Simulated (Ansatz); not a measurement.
Consider the substitution at a C–N bond: `FCNCF` + `OCS` → `FCOCS` + `NCF`.

Isolated molecules relaxed with PBE0-D4/def2-TZVP in Ansatz; ΔE leaves out vibrations. CCSD(T)/CBS is the MP2 limit (def2-TZVPP, def2-QZVPP) plus CCSD(T) − MP2 in def2-TZVPP, frozen cores. Functionals use def2-TZVPP. B3LYP here is the variant with VWN-RPA as its local correlation; programs differ in this. One conformer a species, not always the lowest.

```tsv
level	ΔE (kcal/mol)	difference from CCSD(T)/CBS
PBE-D4	-0.1	0.2
r2SCAN-D4	-0.8	-0.5
PBE0-D4	0.0	0.3
B3LYP-D4	-0.5	-0.2
ωB97X-V	-0.6	-0.3
ωB97M-V	-0.4	-0.1
B2PLYP	-0.7	-0.4
PBE	-0.2	0.1
r2SCAN	-0.7	-0.4
PBE0	0.0	0.3
B3LYP	-0.6	-0.3
HF/def2-TZVPP	-1.4	-1.1
MP2/def2-TZVPP	-0.3	0.0
SCS-MP2/def2-TZVPP	-0.7	-0.4
CCSD/def2-TZVPP	-0.6	-0.3
CCSD(T)/def2-TZVPP	-0.7	-0.4
HF/def2-QZVPP	-1.3	-1.0
MP2/def2-QZVPP	0.0	0.3
SCS-MP2/def2-QZVPP	-0.4	-0.1
HF/CBS(def2)	-1.3	-1.0
MP2/CBS(def2)	0.2	0.5
CCSD/CBS(def2)	-0.2	0.1
CCSD(T)/CBS	-0.3	0
```

Largest T1 diagnostic among the species: 0.012.
